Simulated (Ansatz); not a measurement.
# Worked example: HSeN⁺, doublet against HSeN, singlet

Geometry (PBE0/def2-TZVP stationary point of a singlet), kept for both states (HSeN, singlet: A'; HSeN⁺, doublet: A'):

```yaml
atoms:
  - { symbol: N, position_ang: [0.0000, 0.0874, 1.4042] }
  - { symbol: Se, position_ang: [0.0000, -0.0334, -0.2390] }
  - { symbol: H, position_ang: [0.0000, 1.4041, -0.7920] }
```

Basis cc-pVDZ; Ansatz 0.2.0. Only valence electrons are correlated (noble-gas cores and the filled d shells of p-block atoms frozen). R marks a restricted (for open shells ROHF) determinant, U an unrestricted one. No spin–orbit coupling is included, and no scalar relativity.

Full CI isn't at hand for all of this; UCCSDTQ serves as the reference, and is uncertain by about the last step of the cluster series.

Unrestricted rows (U, and Kohn–Sham where it breaks symmetry) aren't spin-pure: their determinants' ⟨S²⟩ exceeds S(S+1) by up to 0.83, so they mix in states of higher spin.

```
   level  E(HSeN, singlet) (hartree)  E(HSeN⁺, doublet) (hartree)
     UHF                -2454.728615                 -2454.437229
    UMP2                -2454.965776                 -2454.642527
UCCSD(T)                -2455.020920                 -2454.705386
     PBE                -2456.334020                 -2456.005820
  r2SCAN                -2456.710803                 -2456.378845
 UCCSDTQ                -2455.024318                 -2454.709792
```

Problem. Give the vertical gap, HSeN⁺ doublet less HSeN singlet, at each level in eV (1 hartree = 27.2114 eV), and each error against UCCSDTQ.

Solution. UCCSDTQ: (-2454.709792 − (-2455.024318)) × 27.2114 = 8.559 eV (the reference)
r2SCAN: (-2456.378845 − (-2456.710803)) × 27.2114 = 9.033 eV, error 0.474 eV
PBE: (-2456.005820 − (-2456.334020)) × 27.2114 = 8.931 eV, error 0.372 eV
UCCSD(T): (-2454.705386 − (-2455.020920)) × 27.2114 = 8.586 eV, error 0.027 eV
UMP2: (-2454.642527 − (-2454.965776)) × 27.2114 = 8.796 eV, error 0.237 eV
UHF: (-2454.437229 − (-2454.728615)) × 27.2114 = 7.929 eV, error -0.630 eV

Total energies of functionals can't be set beside those of wave-function methods, since they hold the core's correlation and their own absolute errors; only the differences compare.

In so small a basis the reference is far from its limit while semilocal and hybrid functionals are nearer theirs, so the functionals' errors here hold much of the reference's basis and frozen-core error, which can add to them or hide them.

Each level lands on the state that its own search finds. T1 diagnostics of restricted CCSD: 0.046 and 0.044.
